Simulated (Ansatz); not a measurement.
# AlCN (singlet): from a generated start to a stationary point

Where does this start of AlCN (singlet) end when it is relaxed?

Program: Ansatz 0.2.0, Gaussian basis. Level of theory: RKS PBE0/def2-TZVP. These are calculated values, not measurements.

## Step 1: The system as given

3 atoms, charge 0, spin multiplicity 1.

Atoms are counted from 1 here; the program's logs count them from 0.

Bond lengths: C1–Al2 1.916 Å, Al2–N3 1.728 Å. Angles: C1–Al2–N3 180.0°.

The start was built by rule and, where that kept it together, relaxed with GFN2-xTB. Sticks and bond lists go by distance. 

## Step 2: Relaxation

Input file in.yaml:

```yaml
crystal:
  periodic: [false, false, false]
  atoms:
    - {symbol: C, position_ang: [0.000000, 0.000000, -1.853381]}
    - {symbol: Al, position_ang: [0.000000, 0.000000, 0.062635]}
    - {symbol: N, position_ang: [0.000000, 0.000000, 1.790747]}
basis:
  gaussian: {orbitals: def2-TZVP}
hamiltonian: {xc: pbe0}
relax: {f_tol: 0.004, max_steps: 80}
```

Started as:

```sh
> ansatz run in.yaml --threads 1 --pin off --events-out ev --progress --plain --max-ram 2176MiB
```

Q: Predict the outcome of this session. Wanted: energy gained; shift from the start; total energy; dipole moment.

The runs gave:

| quantity | value |
| --- | --- |
| steps | 4 |
| energy gained | 0.017 eV |
| shift from the start (rms) | 0.023 Å |
| total energy | -9107.6895 eV |
| dipole moment | 2.18 D |

In words: The bonds of the start are those of the end. C1–Al2 went from 1.916 to 1.961 Å. No vibrations were run, so this is a stationary point, not a proven minimum, and this spin need not be the ground state's.
